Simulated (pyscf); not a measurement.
`[SiH3][PH][SiH3]` + `[SiH4]` → `[SiH3][P]([SiH3])[SiH3]` + `[H][H]`, a four-centre exchange (singlet surface; H–P, H–Si broken, P–Si, H–H formed). Single points on ωB97X-D3(BJ)/def2-SVP structures (PySCF, gas phase). Energies in kJ/mol from the separated reactants.

Small-basis levels: PySCF, no dispersion term, spherical d functions. AM1 to PM7: differences of heats of formation from MOPAC, which are fitted to 298 K values and so differ in kind from electronic energies by zero-point and thermal terms. Cost: rough CPU time at the saddle relative to B3LYP/6-31G*, from one job on a shared machine.

```csv
level,barrier,reaction energy,cost
HF/STO-3G,[?],+20.7,0.04
HF/3-21G,357.4,+13.2,0.06
SVWN5/6-31G*,179.2,-19.7,0.9
BP86/6-31G*,235.8,-5.6,1
PBE/6-31G*,[?],-11.5,1
B3LYP/6-31G*,277.5,+6.1,1
B3LYP/6-311+G**,272.3,+10.0,2
AM1,112.9,-23.5,under 0.02
PM7,409.4,-192.4,under 0.02
ωB97M-D3(BJ)/def2-TZVP,[?],-11.3,–
```

Problem. Complete the blanks.

Solution. 
- HF/STO-3G, barrier: 513.2
- PBE/6-31G*, barrier: 224.3
- ωB97M-D3(BJ)/def2-TZVP, barrier: 260.1

Against the last row the barrier runs from -147.3 (AM1) to +253.1 kJ/mol (HF/STO-3G). ωB97M-D3(BJ)/def2-TZVP has limits of its own. One saddle was located; it need not be the lowest between these sides.
